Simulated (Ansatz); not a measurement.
This geometry of AlClH₃N (6 atoms, charge 0, multiplicity 1) is a first-order saddle point.

Level of theory: RKS BHLYP/def2-SVPD (Ansatz).

```xyz
6
Properties=species:S:1:pos:R:3
N -0.690 0.303 -0.706
Al 0.432 -0.069 0.622
Cl 1.805 -1.678 0.470
H -0.449 0.833 -1.525
H -1.559 -0.176 -0.868
H 0.503 0.724 1.961
```

Which two structures does it join? (They come from a converged band through this point; their orientation in space is the band's.)

No bond is made or broken. The dihedral H4–N1–Al2–Cl3 goes from 179 to 1°. The two ends are copies of one structure, up to a mirror image or an exchange of like atoms.

Initial state:

```xyz
6
Properties=species:S:1:pos:R:3
N -0.637 0.255 -0.720
Al 0.478 -0.064 0.605
Cl 1.419 -1.957 0.652
H -1.147 1.112 -0.844
H -0.853 -0.393 -1.457
H 0.782 0.982 1.718
```

Final state:

```xyz
6
Properties=species:S:1:pos:R:3
N -0.638 0.254 -0.718
Al 0.477 -0.064 0.607
Cl 1.409 -1.961 0.655
H -0.870 -0.402 -1.444
H -1.128 1.120 -0.857
H 0.791 0.989 1.711
```

How far does it lie above each of them?

0.40 eV above the first and 0.40 eV above the second. This is the barrier of this one path; another mechanism may lie lower.

Run time: 84 s on 2 threads of AMD EPYC 9R14 (Zen 4) (shared host), peak memory 0.2 GiB.
